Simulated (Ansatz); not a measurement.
in.yaml

```yaml
crystal:
  periodic: [false, false, false]
  atoms:
    - {symbol: O, position_ang: [0.133651, 0.163701, 1.457591]}
    - {symbol: As, position_ang: [-0.031223, -0.048868, -0.318978]}
    - {symbol: H, position_ang: [0.045397, -0.732000, 1.863426]}
    - {symbol: H, position_ang: [1.220857, 0.892533, -0.593653]}
    - {symbol: H, position_ang: [-1.066906, 0.873397, -0.696536]}
basis:
  gaussian: {orbitals: cc-pVDZ}
magnetization: {spin_polarized: false}
hamiltonian: {pseudopotentials: {relativity: scalar}}
correlation: {method: mp2, electrons: outside_noble_gas}
```

```sh
$ ansatz run in.yaml --threads 1 --pin off --events-out ev --progress --plain --max-ram 2393MiB
```

Log:

```
586 factors; integrals over basis functions are off by at most 1.2e-3 eV
mean field evaluation 1: about -63406.2997 eV, gradient 3.0e1 eV
mean field evaluation 2: about -63406.3201 eV, gradient 3.0e1 eV
mean field evaluation 4: about -63408.1678 eV, gradient 2.1e0 eV
mean field evaluation 8: about -63408.1875 eV, gradient 1.0e-4 eV
mean field -63408.18753667 eV, -2330.2079123595 hartree, gradient 2.2e-6 eV, S^2 0.000000; 0 other end points of the search recorded, 0 dependent functions left out
15 core orbitals not correlated: weight in the atoms' cores, before any rotation towards them, 0.999 or more for the frozen orbitals, at most 0.001 for the correlated occupied ones
reference -63408.18753667 eV, -2330.2079123595 hartree; 7, 7 occupied and 34, 34 virtual orbitals, 586 factors
second order -8.36771730 eV of doubles, -0.00000000 eV of singles
Total energy: -63416.55525397 eV, -2330.5154202984 hartree
Relativity: scalar
```

Ran on 1 thread of AMD EPYC, shared host: 1.6 s wall, 0.1 GiB peak host memory.
